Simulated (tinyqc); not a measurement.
UHF in the sto-3g basis, for H2O+, spin multiplicity 2, step by step. This run ends on a higher stationary point, not on the lowest solution. One step of it, computed by the program tinyqc.

Task: Iteration 2: building the Fock matrix. J_ij = sum D_kl (ij|kl) with D = D(alpha) + D(beta), K_ij = sum D_kl (ik|jl) for each spin; F = H + J - K(s); E = tr D H + tr D J / 2 - 0.5 sum_s tr D(s) K(s) + E_nn.

D(alpha) after iteration 1:
```
,1O 1s,1O 2s,1O 2px,1O 2py,1O 2pz,2H 1s,3H 1s
1O 1s,1.062296,-0.267415,0.000000,0.000000,-0.008672,0.016905,0.016905
1O 2s,-0.267415,1.147060,0.000000,0.000000,0.047628,-0.071093,-0.071093
1O 2px,0.000000,0.000000,1.000000,0.000000,0.000000,0.000000,0.000000
1O 2py,0.000000,0.000000,0.000000,1.076354,0.000000,-0.086292,0.086292
1O 2pz,-0.008672,0.047628,0.000000,0.000000,1.025231,-0.044319,-0.044319
2H 1s,0.016905,-0.071093,0.000000,-0.086292,-0.044319,0.012997,-0.000839
3H 1s,0.016905,-0.071093,0.000000,0.086292,-0.044319,-0.000839,0.012997
```

D(beta) after iteration 1:
```
,1O 1s,1O 2s,1O 2px,1O 2py,1O 2pz,2H 1s,3H 1s
1O 1s,1.062265,-0.267189,0.000000,0.000000,-0.008559,0.016690,0.016690
1O 2s,-0.267189,1.145405,0.000000,0.000000,0.046796,-0.069594,-0.069594
1O 2px,0.000000,0.000000,1.000000,0.000000,0.000000,0.000000,0.000000
1O 2py,0.000000,0.000000,0.000000,0.000000,0.000000,0.000000,0.000000
1O 2pz,-0.008559,0.046796,0.000000,0.000000,1.024819,-0.043482,-0.043482
2H 1s,0.016690,-0.069594,0.000000,0.000000,-0.043482,0.005843,0.005843
3H 1s,0.016690,-0.069594,0.000000,0.000000,-0.043482,0.005843,0.005843
```

core Hamiltonian H = T + V (hartree):
```
,1O 1s,1O 2s,1O 2px,1O 2py,1O 2pz,2H 1s,3H 1s
1O 1s,-32.500617,-7.560659,0.000000,0.000000,-0.010675,-0.987567,-0.987567
1O 2s,-7.560659,-9.126812,0.000000,0.000000,-0.132286,-2.434112,-2.434112
1O 2px,0.000000,0.000000,-7.284713,0.000000,0.000000,0.000000,0.000000
1O 2py,0.000000,0.000000,0.000000,-7.388236,0.000000,-1.556242,1.556242
1O 2pz,-0.010675,-0.132286,0.000000,0.000000,-7.326493,-1.017037,-1.017037
2H 1s,-0.987567,-2.434112,0.000000,-1.556242,-1.017037,-4.219870,-0.670088
3H 1s,-0.987567,-2.434112,0.000000,1.556242,-1.017037,-0.670088,-4.219870
```

Two-electron integrals (ij|kl) in chemists' order, unique and non-zero (hartree):
```
i,j,k,l,(ij|kl)
1,1,1,1,4.785065
2,1,1,1,0.741380
2,1,2,1,0.136873
2,2,1,1,1.118947
2,2,2,1,0.256633
2,2,2,2,0.817206
3,1,3,1,0.024477
3,2,3,1,0.037809
3,2,3,2,0.180518
3,3,1,1,1.115814
3,3,2,1,0.256684
3,3,2,2,0.817023
3,3,3,3,0.880159
4,1,4,1,0.024477
4,2,4,1,0.037809
4,2,4,2,0.180518
4,3,4,3,0.047444
4,4,1,1,1.115814
4,4,2,1,0.256684
4,4,2,2,0.817023
4,4,3,3,0.785270
4,4,4,4,0.880159
5,1,5,1,0.024477
5,2,5,1,0.037809
5,2,5,2,0.180518
5,3,5,3,0.047444
5,4,5,4,0.047444
5,5,1,1,1.115814
5,5,2,1,0.256684
5,5,2,2,0.817023
5,5,3,3,0.785270
5,5,4,4,0.785270
5,5,5,5,0.880159
6,1,1,1,0.097051
6,1,2,1,0.017786
6,1,2,2,0.033202
6,1,3,3,0.033138
6,1,4,1,0.000677
6,1,4,2,0.001280
6,1,4,4,0.033279
6,1,5,1,0.000430
6,1,5,2,0.000813
6,1,5,4,0.000090
6,1,5,5,0.033194
6,1,6,1,0.002340
6,2,1,1,0.262765
6,2,2,1,0.061139
6,2,2,2,0.218898
6,2,3,3,0.214997
6,2,4,1,0.003867
6,2,4,2,0.030959
6,2,4,4,0.223179
6,2,5,1,0.002456
6,2,5,2,0.019668
6,2,5,4,0.005198
6,2,5,5,0.218299
6,2,6,1,0.008116
6,2,6,2,0.075849
6,3,3,1,0.006063
6,3,3,2,0.036496
6,3,4,3,0.006240
6,3,5,3,0.003964
6,3,6,3,0.010206
6,4,1,1,0.169363
6,4,2,1,0.039882
6,4,2,2,0.152475
6,4,3,3,0.145750
6,4,4,1,0.008252
6,4,4,2,0.056635
6,4,4,4,0.163587
6,4,5,1,0.001391
6,4,5,2,0.012794
6,4,5,4,0.007367
6,4,5,5,0.147912
6,4,6,1,0.005500
6,4,6,2,0.064263
6,4,6,4,0.064051
6,5,1,1,0.107593
6,5,2,1,0.025336
6,5,2,2,0.096865
6,5,3,3,0.092592
6,5,4,1,0.001391
6,5,4,2,0.012794
6,5,4,4,0.095995
6,5,5,1,0.006947
6,5,5,2,0.044624
6,5,5,4,0.008402
6,5,5,5,0.101894
6,5,6,1,0.003494
6,5,6,2,0.040825
6,5,6,4,0.034207
6,5,6,5,0.031937
6,6,1,1,0.436157
6,6,2,1,0.103094
6,6,2,2,0.425379
6,6,3,3,0.409327
6,6,4,1,0.007633
6,6,4,2,0.086410
6,6,4,4,0.443276
6,6,5,1,0.004849
6,6,5,2,0.054895
6,6,5,4,0.021567
6,6,5,5,0.423028
6,6,6,1,0.013765
6,6,6,2,0.195087
6,6,6,4,0.188743
6,6,6,5,0.119905
6,6,6,6,0.774606
7,1,1,1,0.097051
7,1,2,1,0.017786
7,1,2,2,0.033202
7,1,3,3,0.033138
7,1,4,1,-0.000677
7,1,4,2,-0.001280
7,1,4,4,0.033279
7,1,5,1,0.000430
7,1,5,2,0.000813
7,1,5,4,-0.000090
7,1,5,5,0.033194
7,1,6,1,0.002300
7,1,6,2,0.007828
7,1,6,4,0.004906
7,1,6,5,0.003375
7,1,6,6,0.013177
7,1,7,1,0.002340
7,2,1,1,0.262765
7,2,2,1,0.061139
7,2,2,2,0.218898
7,2,3,3,0.214997
7,2,4,1,-0.003867
7,2,4,2,-0.030959
7,2,4,4,0.223179
7,2,5,1,0.002456
7,2,5,2,0.019668
7,2,5,4,-0.005198
7,2,5,5,0.218299
7,2,6,1,0.007828
7,2,6,2,0.058035
7,2,6,4,0.034611
7,2,6,5,0.030246
7,2,6,6,0.117530
7,2,7,1,0.008116
7,2,7,2,0.075849
7,3,3,1,0.006063
7,3,3,2,0.036496
7,3,4,3,-0.006240
7,3,5,3,0.003964
7,3,6,3,0.007447
7,3,7,3,0.010206
7,4,1,1,-0.169363
7,4,2,1,-0.039882
7,4,2,2,-0.152475
7,4,3,3,-0.145750
7,4,4,1,0.008252
7,4,4,2,0.056635
7,4,4,4,-0.163587
7,4,5,1,-0.001391
7,4,5,2,-0.012794
7,4,5,4,0.007367
7,4,5,5,-0.147912
7,4,6,1,-0.004906
7,4,6,2,-0.034611
7,4,6,4,-0.013735
7,4,6,5,-0.017728
7,4,6,6,-0.065641
7,4,7,1,-0.005500
7,4,7,2,-0.064263
7,4,7,4,0.064051
7,5,1,1,0.107593
7,5,2,1,0.025336
7,5,2,2,0.096865
7,5,3,3,0.092592
7,5,4,1,-0.001391
7,5,4,2,-0.012794
7,5,4,4,0.095995
7,5,5,1,0.006947
7,5,5,2,0.044624
7,5,5,4,-0.008402
7,5,5,5,0.101894
7,5,6,1,0.003375
7,5,6,2,0.030246
7,5,6,4,0.017728
7,5,6,5,0.022978
7,5,6,6,0.066320
7,5,7,1,0.003494
7,5,7,2,0.040825
7,5,7,4,-0.034207
7,5,7,5,0.031937
7,6,1,1,0.066486
7,6,2,1,0.015605
7,6,2,2,0.060488
7,6,3,3,0.059193
7,6,4,4,0.060578
7,6,5,1,0.000996
7,6,5,2,0.009483
7,6,5,5,0.061627
7,6,6,1,0.002044
7,6,6,2,0.020322
7,6,6,4,0.015104
7,6,6,5,0.012343
7,6,6,6,0.053966
7,6,7,1,0.002044
7,6,7,2,0.020322
7,6,7,4,-0.015104
7,6,7,5,0.012343
7,6,7,6,0.006887
7,7,1,1,0.436157
7,7,2,1,0.103094
7,7,2,2,0.425379
7,7,3,3,0.409327
7,7,4,1,-0.007633
7,7,4,2,-0.086410
7,7,4,4,0.443276
7,7,5,1,0.004849
7,7,5,2,0.054895
7,7,5,4,-0.021567
7,7,5,5,0.423028
7,7,6,1,0.013177
7,7,6,2,0.117530
7,7,6,4,0.065641
7,7,6,5,0.066320
7,7,6,6,0.261400
7,7,7,1,0.013765
7,7,7,2,0.195087
7,7,7,4,-0.188743
7,7,7,5,0.119905
7,7,7,6,0.053966
7,7,7,7,0.774606
```

nuclear repulsion = 7.34512309 hartree

Give: Coulomb J; exchange K(alpha); exchange K(beta); F(alpha); F(beta); total energy of this density.

Result:

Coulomb J (hartree):
```
,1O 1s,1O 2s,1O 2px,1O 2py,1O 2pz,2H 1s,3H 1s
1O 1s,17.4448,3.2823,0.0000,0.0000,0.0022,0.4269,0.4269
1O 2s,3.2823,7.9759,0.0000,0.0000,0.0039,2.0560,2.0560
1O 2px,0.0000,0.0000,8.0012,0.0000,0.0000,0.0000,0.0000
1O 2py,0.0000,0.0000,0.0000,7.9029,0.0000,1.3952,-1.3952
1O 2pz,0.0022,0.0039,0.0000,0.0000,8.0006,0.8946,0.8946
2H 1s,0.4269,2.0560,0.0000,1.3952,0.8946,3.8221,0.5563
3H 1s,0.4269,2.0560,0.0000,-1.3952,0.8946,0.5563,3.8221
```

exchange K(alpha) (hartree):
```
,1O 1s,1O 2s,1O 2px,1O 2py,1O 2pz,2H 1s,3H 1s
1O 1s,4.9208,0.8585,0.0000,0.0000,0.0003,0.1186,0.1186
1O 2s,0.8585,1.4350,0.0000,0.0000,0.0039,0.3382,0.3382
1O 2px,0.0000,0.0000,1.1801,0.0000,0.0000,0.0000,0.0000
1O 2py,0.0000,0.0000,0.0000,1.1847,0.0000,0.1794,-0.1794
1O 2pz,0.0003,0.0039,0.0000,0.0000,1.1813,0.1157,0.1157
2H 1s,0.1186,0.3382,0.0000,0.1794,0.1157,0.1392,0.0677
3H 1s,0.1186,0.3382,0.0000,-0.1794,0.1157,0.0677,0.1392
```

exchange K(beta) (hartree):
```
,1O 1s,1O 2s,1O 2px,1O 2py,1O 2pz,2H 1s,3H 1s
1O 1s,4.8947,0.8186,0.0000,0.0000,0.0006,0.1104,0.1104
1O 2s,0.8186,1.2511,0.0000,0.0000,0.0068,0.2872,0.2872
1O 2px,0.0000,0.0000,1.1311,0.0000,0.0000,0.0000,0.0000
1O 2py,0.0000,0.0000,0.0000,0.2927,0.0000,0.0416,-0.0416
1O 2pz,0.0006,0.0068,0.0000,0.0000,1.1330,0.1110,0.1110
2H 1s,0.1104,0.2872,0.0000,0.0416,0.1110,0.0960,0.0752
3H 1s,0.1104,0.2872,0.0000,-0.0416,0.1110,0.0752,0.0960
```

F(alpha) (hartree):
```
,1O 1s,1O 2s,1O 2px,1O 2py,1O 2pz,2H 1s,3H 1s
1O 1s,-19.9767,-5.1368,0.0000,0.0000,-0.0088,-0.6792,-0.6792
1O 2s,-5.1368,-2.5859,0.0000,0.0000,-0.1323,-0.7163,-0.7163
1O 2px,0.0000,0.0000,-0.4637,0.0000,0.0000,0.0000,0.0000
1O 2py,0.0000,0.0000,0.0000,-0.6700,0.0000,-0.3405,0.3405
1O 2pz,-0.0088,-0.1323,0.0000,0.0000,-0.5072,-0.2381,-0.2381
2H 1s,-0.6792,-0.7163,0.0000,-0.3405,-0.2381,-0.5369,-0.1815
3H 1s,-0.6792,-0.7163,0.0000,0.3405,-0.2381,-0.1815,-0.5369
```

F(beta) (hartree):
```
,1O 1s,1O 2s,1O 2px,1O 2py,1O 2pz,2H 1s,3H 1s
1O 1s,-19.9505,-5.0970,0.0000,0.0000,-0.0090,-0.6711,-0.6711
1O 2s,-5.0970,-2.4020,0.0000,0.0000,-0.1352,-0.6653,-0.6653
1O 2px,0.0000,0.0000,-0.4146,0.0000,0.0000,0.0000,0.0000
1O 2py,0.0000,0.0000,0.0000,0.2220,0.0000,-0.2027,0.2027
1O 2pz,-0.0090,-0.1352,0.0000,0.0000,-0.4588,-0.2334,-0.2334
2H 1s,-0.6711,-0.6653,0.0000,-0.2027,-0.2334,-0.4937,-0.1890
3H 1s,-0.6711,-0.6653,0.0000,0.2027,-0.2334,-0.1890,-0.4937
```

total energy of this density = -73.798279 hartree
